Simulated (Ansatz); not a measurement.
```yaml
crystal:
  periodic: [false, false, false]
  atoms:
    - {symbol: F, position_ang: [-1.760933, 0.124309, -0.000240]}
    - {symbol: B, position_ang: [-0.476815, 0.192083, 0.000614]}
    - {symbol: P, position_ang: [1.190817, -0.178835, -0.000244]}
    - {symbol: H, position_ang: [1.712096, 1.092243, 0.005434]}
basis:
  gaussian: {orbitals: def2-TZVP}
hamiltonian: {xc: pbe0}
relax: {f_tol: 0.004, max_steps: 80}
```

```sh
$ ansatz run in.yaml --threads 1 --pin off --events-out ev --progress --plain --max-ram 2176MiB
```

Steps of the relaxation (energy above the last step; positions in Å, forces in eV/Å):

```
4
step 1, 155.8 meV
F    -1.761    0.124    0.000    0.471    0.236    0.001
B    -0.477    0.192    0.001   -1.155    0.026    0.000
P     1.191   -0.179    0.000    0.606   -1.327   -0.005
H     1.712    1.092    0.005    0.077    1.064    0.005
```

```
4
step 2, 89.4 meV
F    -1.743    0.156    0.000    0.251    0.231    0.001
B    -0.462    0.178    0.001   -0.641   -0.118   -0.001
P     1.212   -0.217    0.000    0.494   -0.533   -0.002
H     1.658    1.114    0.006   -0.104    0.420    0.002
```

```
4
step 3, 34.0 meV
F    -1.680    0.261    0.000    0.319    0.190    0.001
B    -0.405    0.129    0.000    0.010   -0.429   -0.002
P     1.285   -0.308   -0.001   -0.241    0.825    0.003
H     1.466    1.148    0.006   -0.088   -0.586   -0.003
```

```
4
step 4, 10.7 meV
F    -1.659    0.286    0.000    0.014    0.132    0.001
B    -0.395    0.106    0.000    0.074   -0.235   -0.001
P     1.292   -0.302   -0.001   -0.043    0.353    0.001
H     1.428    1.140    0.006   -0.045   -0.250   -0.001
```

```
4
step 6, 0.2 meV
F    -1.619    0.339    0.001   -0.059    0.015    0.000
B    -0.372    0.069    0.000    0.071   -0.014    0.000
P     1.317   -0.308   -0.001   -0.005   -0.035    0.000
H     1.340    1.130    0.005   -0.006    0.034    0.000
```

```
4
step 8, 0.0 meV
F    -1.614    0.345    0.001    0.001    0.000    0.000
B    -0.367    0.067    0.000   -0.001    0.000    0.000
P     1.321   -0.312   -0.001    0.001   -0.001    0.000
H     1.326    1.129    0.005   -0.001    0.001    0.000
```

Close pairs at the end: F1–B2 1.277 Å, P3–H4 1.441 Å, B2–P3 1.730 Å.

A stationary point of restricted PBE0 after 8 steps (its stability towards spin polarisation wasn't tested); no frequencies were run, so it isn't proven a minimum. 13 s on 1 thread of Intel Xeon Platinum 8488C, shared host.
